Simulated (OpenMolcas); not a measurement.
# triplet BF: a chain of runs

We compute a single-point energy (UHF/STO-3G), then a single-point energy (CASSCF(2,2)/STO-3G), then the energy (CASPT2(2,2)/STO-3G), then a single-point energy (SC-NEVPT2(2,2)/STO-3G), then the energy (MRCI(2,2)/STO-3G) of triplet BF. 

The results are computed with OpenMolcas 26.06.

**1. The molecule**

The species is BF (2 atoms), meant as a triplet with charge 0. SMILES of the parent species: `[B]F`. The coordinates come from a PBE0-D4/def2-TZVP relaxation. That shape belongs to the parent species and isn't relaxed for this state.

Bond lengths: B1–F2 1.263 Å.

**2. A single-point energy at UHF/STO-3G (run 1)**

Contents of struct.xyz:

```xyz
2

B      0.000000     0.000000    -0.009350
F      0.000000     0.000000     1.253740
```

Contents of step1.inp:

```
>>> EXPORT MOLCAS_PRINT=2

&GATEWAY
 BasLib = $CurrDir
 Coord = struct.xyz
 Basis = STO-3G
 Group = NoSym

&SEWARD

&SCF
 UHF
 Spin = 3
 Scramble = 0.25
 PrOrbitals = 1 1
```

The basis set STO-3G is read from a file made from the Basis Set Exchange's data (not shown).

Command:

```
$ export MOLCAS_MEM=1860
$ pymolcas step1.inp > step1.log
```

What it wrote:

```text
--- Start Module: gateway ---
[...]
--- Stop Module: gateway /rc=_RC_ALL_IS_WELL_ ---
--- Start Module: seward ---
[...]
      Basis functions           10
--- Stop Module: seward /rc=_RC_ALL_IS_WELL_ ---
--- Start Module: scf ---
[...]
       Convergence after  14 Iterations
[...]
::    Total SCF energy                               -122.2647735504
[...]
      Total spin, S                                     1.0033457273
[...]
      Total electronic charge=   14.000000
      Total            charge=   -0.000000
[...]
      Dipole Moment (debye):
      Origin of the operator (angstrom)=    0.0000    0.0000    0.7903
                   X=  4.0071E-07               Y= -1.5199E-07               Z= -7.0859E-01           Total=  7.0859E-01
      Quadrupole Moment (debye*angstrom):
[...]
--- Stop Module: scf /rc=_RC_ALL_IS_WELL_ ---
[...]
```

Wall time 1.9 s (1 thread of Arm Neoverse V1, shared host); peak memory 0.37 GiB.

**3. The energy at CASSCF(2,2)/STO-3G (run 2)**

struct.xyz is that of step 2.

Contents of step2.inp:

```
&GATEWAY
 BasLib=$CurrDir
 Coord=struct.xyz
 Basis=STO-3G
 Group=NoSym

&SEWARD

&RASSCF
 FileOrb=$CurrDir/step1.UnaOrb
 Spin=3
 Nactel=2 0 0
 Inactive=6
 Ras2=2
 OrbListing=Nothing
 OrbAppear=Compact
```

The basis set STO-3G is read from a file made from the Basis Set Exchange's data (not shown).

Command:

```
$ export MOLCAS_MEM=1860
$ pymolcas step2.inp > step2.log
```

What it wrote:

```text
--- Start Module: gateway ---
[...]
--- Stop Module: gateway /rc=_RC_ALL_IS_WELL_ ---
--- Start Module: seward ---
[...]
      Basis functions           10
--- Stop Module: seward /rc=_RC_ALL_IS_WELL_ ---
--- Start Module: rasscf ---
[...]
      Number of active orbitals                  2
[...]
      Spin quantum number                      1.0
[...]
      Active orbitals                            2
[...]
      Number of CSFs                             1
[...]
      Number of root(s) required                 1
[...]
      Convergence after  8 iterations
[...]
      printout of CI-coefficients larger than  0.05 for root  1
      energy=    -122.263244
      conf/sym  11     Coeff  Weight
             1  uu   1.00000 1.00000
      Natural orbitals and occupation numbers for root  1
      sym 1:   1.000000   1.000000
      ************************************************************************************************************************
      *                                                    Final results                                                     *
[...]
::    RASSCF root number  1 Total energy:   -122.26324403
[...]
      Total electronic charge=   14.000000
      Total            charge=   -0.000000
[...]
      Dipole Moment (debye):
      Origin of the operator (angstrom)=    0.0000    0.0000    0.7903
                   X=  2.0141E-06               Y=  4.2780E-08               Z= -7.4232E-01           Total=  7.4232E-01
      Quadrupole Moment (debye*angstrom):
[...]
--- Stop Module: rasscf /rc=_RC_ALL_IS_WELL_ ---
[...]
```

Wall time 1.9 s (1 thread of Arm Neoverse V1, shared host); peak memory 0.37 GiB.

**4. The energy at CASPT2(2,2)/STO-3G (run 3)**

struct.xyz is that of step 3.

Contents of step3.inp:

```
* BF CASPT2
>>> EXPORT MOLCAS_PRINT=2

&GATEWAY
 BasLib = $CurrDir
 Coord = struct.xyz
 Basis = STO-3G
 Group = NoSym

&SEWARD

&RASSCF
 FileOrb = $CurrDir/step2.RasOrb
 Spin = 3
 Nactel = 2 0 0
 Inactive = 6
 Ras2 = 2
 OrbListing = Nothing
 OrbAppear = Compact

&CASPT2
 Imaginary = 0.1
 Frozen = 2
```

The basis set STO-3G is read from a file made from the Basis Set Exchange's data (not shown).

Command:

```
$ export MOLCAS_MEM=1860
$ pymolcas step3.inp > step3.log
```

What it wrote:

```text
--- Start Module: gateway ---
[...]
--- Stop Module: gateway /rc=_RC_ALL_IS_WELL_ ---
[...]
      Basis functions           10
[...]
--- Start Module: rasscf ---
[...]
      Number of active orbitals                  2
[...]
      Spin quantum number                      1.0
[...]
      Active orbitals                            2
[...]
      Number of CSFs                             1
[...]
      Number of root(s) required                 1
[...]
      Convergence after  4 iterations
[...]
      printout of CI-coefficients larger than  0.05 for root  1
      energy=    -122.263244
      conf/sym  11     Coeff  Weight
             1  uu   1.00000 1.00000
      Natural orbitals and occupation numbers for root  1
      sym 1:   1.000000   1.000000
      ************************************************************************************************************************
      *                                                    Final results                                                     *
[...]
::    RASSCF root number  1 Total energy:   -122.26324403
[...]
      Total electronic charge=   14.000000
      Total            charge=   -0.000000
[...]
      Dipole Moment (debye):
      Origin of the operator (angstrom)=    0.0000    0.0000    0.7903
                   X=  4.2891E-07               Y=  1.1289E-08               Z= -7.4232E-01           Total=  7.4232E-01
      Quadrupole Moment (debye*angstrom):
[...]
--- Stop Module: rasscf /rc=_RC_ALL_IS_WELL_ ---
--- Start Module: caspt2 ---
[...]
 ###    WARNING: User changed nr of frozen orbitals.                         ###
 ###############################################################################
[...]
      E2 (Variational):          -0.0389240887
      Total energy:            -122.3021681200
[...]
      Reference weight:           0.98221
[...]
::    CASPT2 Root  1     Total energy:   -122.30216812
[...]
--- Stop Module: caspt2 /rc=_RC_ALL_IS_WELL_ ---
[...]
```

Wall time 1.8 s (1 thread of Arm Neoverse V1, shared host); peak memory 0.37 GiB.

**5. The energy at SC-NEVPT2(2,2)/STO-3G (run 4)**

struct.xyz is that of step 4.

Contents of step4.input:

```
&GATEWAY
 BasLib
 $CurrDir
 Coord
 struct.xyz
 Basis
 STO-3G
 Group
 NoSym

&SEWARD

&RASSCF
 FileOrb
 $CurrDir/step2.RasOrb
 Spin
 3
 Nactel
 2 0 0
 Inactive
 6
 Ras2
 2
 OrbListing
 Nothing
 OrbAppear
 Compact

&CASPT2
 SC-NEVPT2
 Frozen
 2
```

The basis set STO-3G is read from a file made from the Basis Set Exchange's data (not shown).

Command:

```
$ export MOLCAS_MEM=1860
$ pymolcas step4.input > step4.log
```

What it wrote:

```text
--- Start Module: gateway ---

                                              &GATEWAY

                       available to each process: 1.9 GB of memory, 1 thread

 Basis Set     1 Label: B.STO-3G
 Basis set is read from library:.
 basistype.tbl is not found

 Basis Set     2 Label: F.STO-3G
 Basis set is read from library:.
 basistype.tbl is not found

++    Symmetry information:
      ---------------------

                    Character Table for C1

                             E
                    a        1  x, y, xy, Rz, z, xz, Ry, yz, Rx, I
--

++    Basis set information:
      ----------------------

      Basis set label: B.STO-3G.........

[... 152 lines left out ...]
                                         RASSCF iterations: Energy and convergence statistics
[... 19 lines left out ...]
      printout of CI-coefficients larger than  0.05 for root  1
[... 4 lines left out ...]
      Natural orbitals and occupation numbers for root  1
[... 10 lines left out ...]
      RASSCF energy for state  1                   -122.26324403
[... 13 lines left out ...]
      Von Neumann Entropy (Root   1) =  1.00000
[... 57 lines left out ...]
      Spin density orbitals for root   1 are written to the SPDORB.1 file
[... 74 lines left out ...]
 Compute H0 matrices for state    1
[... 4 lines left out ...]
********************************************************************************
  NEVPT2 EQUATION SOLUTION
--------------------------------------------------------------------------------
 ###############################################################################
 ###    Location: AixRd                                                      ###
 ###    File: LUCIEX                                                         ###
 ###    Premature abort while reading buffer from disk                       ###
 ###    End of file reached                                                  ###
 ###############################################################################

--- Stop Module: caspt2 /rc=-6 ---

.########################.
.# Non-zero return code #.
.########################.

    Timing: Wall=1.54 User=1.14 System=0.39
```

It took 1.9 s on 1 thread of Arm Neoverse V1, shared host; peak memory 0.37 GiB.

The job broke off with an error.

**6. A single-point energy at MRCI(2,2)/STO-3G (run 5)**

struct.xyz is that of step 5.

Contents of step5.inp:

```
* BF MRCI
>>> EXPORT MOLCAS_PRINT=2

&GATEWAY
 BasLib = $CurrDir
 Coord = struct.xyz
 Basis = STO-3G
 Group = NoSym

&SEWARD

&RASSCF
 FileOrb = $CurrDir/step2.RasOrb
 Spin = 3
 Nactel = 2 0 0
 Inactive = 6
 Ras2 = 2
 OrbListing = Nothing
 OrbAppear = Compact

&MOTRA
 LumOrb
 Frozen = 2

&GUGA
 Electrons = 10
 Spin = 3
 Inactive = 4
 Active = 2
 CIAll = 1

&MRCI
 SDCI
```

The basis set STO-3G is read from a file made from the Basis Set Exchange's data (not shown).

Command:

```
$ export MOLCAS_MEM=1860
$ pymolcas step5.inp > step5.log
```

What it wrote:

```text
--- Start Module: gateway ---
[...]
--- Stop Module: gateway /rc=_RC_ALL_IS_WELL_ ---
[...]
      Basis functions           10
[...]
      Number of active orbitals                  2
[...]
      Spin quantum number                      1.0
[...]
      Active orbitals                            2
[...]
      Number of CSFs                             1
[...]
      Number of root(s) required                 1
[...]
      Convergence after  4 iterations
[...]
      printout of CI-coefficients larger than  0.05 for root  1
      energy=    -122.263244
      conf/sym  11     Coeff  Weight
             1  uu   1.00000 1.00000
      Natural orbitals and occupation numbers for root  1
      sym 1:   1.000000   1.000000
      ************************************************************************************************************************
      *                                                    Final results                                                     *
[...]
::    RASSCF root number  1 Total energy:   -122.26324403
[...]
      Dipole Moment (debye):
      Origin of the operator (angstrom)=    0.0000    0.0000    0.7903
                   X=  4.2891E-07               Y=  1.1289E-08               Z= -7.4232E-01           Total=  7.4232E-01
      Quadrupole Moment (debye*angstrom):
[...]
      *** WARNING: Default frozen orbitals is overwritten by user input.
      *** Default values:   2
[...]
--- Start Module: guga ---
[...]
--- Stop Module: guga /rc=_RC_ALL_IS_WELL_ ---
--- Start Module: mrci ---
[...]
       (But an ACPF correction will be computed)
       USE THE DEFAULT ACPF G-VALUE GFAC=  0.20000000000000001
[...]
                      CI ENERGY:  -122.31123487
[...]
                ACPF CORRECTION:    -0.00157739
[...]
      Total electronic charge=   14.000000
      Total            charge=   -0.000000
[...]
     ACPF CORRECTION:     -0.00157739
[...]
  CI State   1     Total energy:   -122.31123487     QDav:     -0.00198807     QACPF:     -0.00157739
[...]
--- Stop Module: mrci /rc=_RC_ALL_IS_WELL_ ---
[...]
```

Run time: 2 s. Hardware: 1 thread of Arm Neoverse V1, shared host; peak memory 0.37 GiB.

**7. Outcome**

```
                                                 quantity                value
                          run 1, UHF/STO-3G: total energy        -122.26477 Eh
                         run 1, UHF/STO-3G: dipole moment               0.71 D
    run 1, UHF/STO-3G: HOMO energy (highest over α and β)             -4.71 eV
     run 1, UHF/STO-3G: LUMO energy (lowest over α and β)              6.75 eV
                                  run 1, UHF/STO-3G: ⟨S²⟩                2.010
                  run 2, CASSCF(2,2)/STO-3G: total energy        -122.26324 Eh
run 2, CASSCF(2,2)/STO-3G: dipole moment (CASSCF density)               0.74 D
                  run 3, CASPT2(2,2)/STO-3G: total energy        -122.30217 Eh
run 3, CASPT2(2,2)/STO-3G: dipole moment (CASSCF density)               0.74 D
                    run 5, MRCI(2,2)/STO-3G: total energy        -122.31123 Eh
  run 5, MRCI(2,2)/STO-3G: dipole moment (CASSCF density)               0.74 D
                             run 4, SC-NEVPT2(2,2)/STO-3G  no result (crashed)
```

1 of the 5 runs did not end normally.
